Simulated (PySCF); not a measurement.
Work out the structure from these simulated measurements.

Formula: C4H6N2.

* Rotational structure: rotational constants A, B, C: 9.152, 3.542, 2.595 GHz [GFN2-xTB]
* Triplet: lowest triplet excitation (Tamm–Dancoff): 4.47 eV [TDA CAM-B3LYP/def2-SVPD]
* UV, first state: lowest singlet excitation: 5.93 eV (209 nm, f = 0.001) [TDDFT CAM-B3LYP/def2-SVPD]
* UV, strongest line: among the 8 lowest singlet transitions: S2 at 6.47 eV (192 nm, f = 0.221) [TDDFT CAM-B3LYP/def2-SVPD]
* XPS: C1s 290.3, C1s 291.1, C1s 291.2, C1s 291.5, N1s 404.0, N1s 406.5 eV [ΔSCF SCAN, pcX-2 on the ionised atom, pcseg-1 elsewhere, spin-free X2C]
* Dipole: 4.04 D [CAM-B3LYP/def2-SVPD]

Gas-phase values; electronic properties from PySCF, density fitting. Levels stand in brackets. Geometry: GFN2-xTB; no solvent, vibrations or thermal averaging.

Problem. Give a SMILES that accounts for the data.

Solution. Numbering: `[CH3:1][c:2]1[cH:3][n:4][cH:5][nH:6]1`. Its formula, C4H6N2, gives 3 degrees of unsaturation: 1 ring and 2 π bonds in the structure found (Kekulé form). The core levels belong to: C1s 290.3 eV, aromatic CH next to a ring nitrogen [C3]; C1s 291.1 eV, substituted aromatic carbon [C2]; C1s 291.2 eV, benzylic-type carbon [C1]; C1s 291.5 eV, aromatic CH next to a ring nitrogen [C5]; N1s 404.0 eV, pyridine-type nitrogen [N4]; N1s 406.5 eV, pyrrole-type nitrogen [N6]. The optimised geometry has point group Cs and is an asymmetric top. Structure: `Cc1cnc[nH]1`. Computed isomers that give other values at the same levels: `C=C/N=C\N=C` (smallest rotational constant: 1.931 GHz; this holds for the one conformer computed); `C#CCNN=C` (rotational constant A: 18.197 GHz; this holds for the one conformer computed); `Cn1cccn1` (lowest singlet excitation: 6.65 eV (186 nm, f = 0.122)). The assignments are read from this structure; whether some other isomer fits the data as well wasn't checked.
